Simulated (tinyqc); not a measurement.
UKS/LDA (VWN5) in the sto-3g basis, for H2O, spin multiplicity 3, step by step. Computed by tinyqc, a small Python program that keeps every step (integrals from PySCF). Settings: charge = 0, multiplicity = 3, basis = sto-3g, energy threshold = 1e-10, iteration cap = 82, orthogonalisation = canonical, start = core, DIIS depth = 0, damping = 0.2, method = UKS, functional = lda,vwn, grid = [30, 50]. Command: `OMP_NUM_THREADS=1 python tinyqc.py 23530 23531 out.jsonl` (the two numbers bound the seeds that draw the settings). One thread of a shared host (Intel(R) Xeon(R) Processor @ 2.60GHz), about 2 s of CPU time with the checks.

Geometry (angstrom):
```
atom         x          y         z
O     0.000000   0.000000  0.000000
H     0.000000   0.892000  0.802000
H     0.000000  -0.892000  0.802000
```

Stop when the energy changes by less than 1e-10 hartree and every element of the error matrix X^T (F D S - S D F) X (for each spin) is below 3e-06.

Course of the cycle:
```
iteration   E (hartree)     change  largest element of the error matrix
1          -73.66124749          -                             3.02e-01
2          -73.99952109  -3.38e-01                             2.54e-01
3          -74.29217479  -2.93e-01                             1.59e-01
4          -74.38035967  -8.82e-02                             1.56e-01
5          -74.42971958  -4.94e-02                             1.10e-01
6          -74.44854055  -1.88e-02                             1.03e-01
7          -74.46279011  -1.42e-02                             7.69e-02
8          -74.46964352  -6.85e-03                             7.00e-02
9          -74.47532617  -5.68e-03                             5.47e-02
10         -74.47845841  -3.13e-03                             4.89e-02
11         -74.48104016  -2.58e-03                             3.92e-02
12         -74.48258769  -1.55e-03                             3.46e-02
13         -74.48383042  -1.24e-03                             2.82e-02
14         -74.48461774  -7.87e-04                             2.46e-02
...                 ...        ...                                  ...
69         -74.40831963   4.82e-09                             7.86e-02
70         -74.40831963  -3.77e-09                             7.86e-02
71         -74.40831963   2.95e-09                             7.86e-02
72         -74.40831963  -2.31e-09                             7.86e-02
73         -74.40831963   1.81e-09                             7.86e-02
74         -74.40831963  -1.42e-09                             7.86e-02
75         -74.40831963   1.11e-09                             7.86e-02
76         -74.40831963  -8.67e-10                             7.86e-02
77         -74.40831963   6.79e-10                             7.86e-02
78         -74.40831963  -5.31e-10                             7.86e-02
79         -74.40831963   4.16e-10                             7.86e-02
80         -74.40831963  -3.25e-10                             7.86e-02
81         -74.40831963   2.55e-10                             7.86e-02
82         -74.40831963  -1.99e-10                             7.86e-02
```

Can the last value be used, and what does the course show?

Not by the stop rule, although the second column moves by less than 1e-07 over the last three steps. Not converged within the cap of 82 iterations: the residual has stopped falling. Reruns (cap 100 unless said): DIIS 8: converged in 9; damping 0.5: converged in 34; level shift 0.5: converged in 21; atomic densities as start, DIIS 8: converged in 7; the original settings with a cap of 400: not converged. PySCF UKS in the same basis, fine grid, after a stability check = -74.48509446 hartree, which differs from a converged run on this coarse grid by the grid error.
